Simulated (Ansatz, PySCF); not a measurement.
Species: CHCl₂, net charge 0, doublet state. It need not be the lowest isomer of its formula. 
Coordinates optimised at B3LYP-D3(BJ)/def2-TZVP (Ansatz, a program for electronic structure):
```xyz
4

C      0.1584    -0.0036     0.6688
Cl    -0.0688     1.4728    -0.1507
Cl    -0.0358    -1.4714    -0.1744
H      0.8276    -0.0029     1.5147
```
Charge 0, spin multiplicity 2.


Property: enthalpy of formation at 298 K (from the atomisation energy, B3LYP-D3(BJ)/def2-TZVP harmonic zero-point and thermal terms from PySCF, and the atoms' enthalpies of formation in the G2/97 table; no spin-orbit terms, and no core term in the frozen-core levels), in kJ/mol. Valence correlation only, unless marked. Open shells are spin-unrestricted. No spin-orbit coupling. No relativistic terms. The coupled-cluster limit lacks core correlation, which all-electron functionals hold. Basis-set limits of correlation are two-point, X^-3; Hartree-Fock from the larger set. The bracket is a focal-point correction in the basis named.

```json
[
 {"level": "HF/6-31G", "program": "Ansatz", "enthalpy of formation at 298 K (kJ/mol)": "621.7"},
 {"level": "HF/cc-pV(D+d)Z", "program": "Ansatz", "enthalpy of formation at 298 K (kJ/mol)": "468.1"}
]
```

**Question.** What does RI-MP2/CBS(aug-cc-pV(T+d)Z,aug-cc-pV(Q+d)Z)+[CCSD(T)-MP2]/aug-cc-pV(T+d)Z (Ansatz) give?

**Answer.** 85.0 kJ/mol, so HF/cc-pV(D+d)Z differs from it by 383.1 kJ/mol.
